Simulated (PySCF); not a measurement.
## A series of related molecules

The calculation used TDDFT CAM-B3LYP/def2-SVPD circular dichroism and optical rotation, one conformer, gas phase (PySCF). Geometry: GFN2-xTB.

Each molecule in one low-energy conformer. The parent is NC[C@@H]1C[C@H]1F.

The molecule is flexible and this is one conformer; a measurement averages over conformers.

(1) How does the specific rotation at 589.3 nm (origin-invariant length gauge) change along this series?
- NC[C@@H]1C[C@H]1F (base)
- NC[C@@H]1C[C@@H]1F (diastereomer)

## Answers

(1) 
| molecule | [α]589 (deg dm⁻¹ (g/mL)⁻¹) | S1 (eV) | R(S1), velocity form (10⁻⁴⁰ esu² cm²) |
| --- | --- | --- | --- |
| NC[C@@H]1C[C@H]1F | -130.0 | 6.41 | +14.6 |
| NC[C@@H]1C[C@@H]1F | -125.6 | 6.37 | +9.0 |

The specific rotation at 589.3 nm (origin-invariant length gauge) is lowest for NC[C@@H]1C[C@H]1F and highest for NC[C@@H]1C[C@@H]1F.
